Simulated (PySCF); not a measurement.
## Highest orbital energy against ionisation energy along the second row

Calculated with PySCF 2.14, no spin-orbit coupling. Each cell gives −ε(HOMO) / ΔSCF in eV; NIST values include spin-orbit coupling, (s) semi-empirical, (t) theoretical.

```csv
species,UHF,LDA,PBE,PBE0,r2SCAN,NIST (lowest levels)
"Li (aug-cc-pVTZ-DK, spin-free X2C)",5.343 / 5.343,3.163 / 5.468,3.222 / 5.584,3.827 / 5.568,3.251 / 5.384,5.392
"Be (aug-cc-pVTZ-DK, spin-free X2C)",8.417 / 8.046,5.602 / 9.024,5.612 / 8.996,6.496 / 8.971,5.748 / 8.790,9.323
"B (aug-cc-pVTZ-DK, spin-free X2C)",8.664 / 8.035,4.111 / 8.639,4.170 / 8.668,5.373 / 8.642,4.583 / 8.763,8.298
"C (aug-cc-pVTZ-DK, spin-free X2C)",11.936 / 10.794,6.125 / 11.686,6.095 / 11.537,7.648 / 11.510,6.572 / 11.668,11.260
"N (aug-cc-pVTZ-DK, spin-free X2C)",15.523 / 13.890,8.401 / 15.003,8.298 / 14.728,10.210 / 14.699,8.893 / 14.805,14.534
"O (aug-cc-pVTZ-DK, spin-free X2C)",14.190 / 12.024,7.445 / 13.996,7.589 / 14.055,9.475 / 13.843,7.914 / 13.709,13.618
"F (aug-cc-pVTZ-DK, spin-free X2C)",18.499 / 15.659,10.366 / 17.959,10.299 / 17.655,12.562 / 17.447,10.791 / 17.548,17.423
"Ne (aug-cc-pVTZ-DK, spin-free X2C)",23.145 / 19.673,13.559 / 22.195,13.343 / 21.662,15.996 / 21.455,13.989 / 21.493,21.565
```

Question: How far is −ε(HOMO) from ΔSCF on average for each method, and why?

Answer: UHF 1.53 eV; LDA -5.65 eV; PBE -5.53 eV; PBE0 -3.82 eV; r2SCAN -5.05 eV. Hartree-Fock orbital energies lack relaxation and so exceed the ΔSCF value; semilocal functionals have convex E(N) from self-interaction, so their HOMO lies far too high; exact exchange moves hybrids part of the way back.
